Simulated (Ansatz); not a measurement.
Cartesian coordinates in Å:
```
C -0.527 1.240 0.375
C 0.593 0.264 0.257
C 0.458 -0.954 -0.239
O -0.680 -1.519 -0.663
F 1.497 -1.793 -0.349
H -0.286 2.179 -0.133
H -1.444 0.845 -0.062
H -0.733 1.486 1.422
H 1.583 0.533 0.602
H -0.462 -2.281 -1.210
```

The species carries charge 0 and has multiplicity 1.

List the PBE0/def2-TZVPP orbital energies in eV (Ansatz 0.2.0). (Best estimate.)

The calculation gave: Occupied: -674.66, -523.98, -281.70, -278.00, -277.92, -34.84, -30.22, -22.22, -19.36, -16.94, -16.36, -13.94, -13.84, -12.65, -11.58, -11.46, -10.99, -10.70, -10.30, -6.51. Lowest empty: 0.99, 1.38, 1.96, 2.85, 3.21, 3.54, 3.85, 4.99.
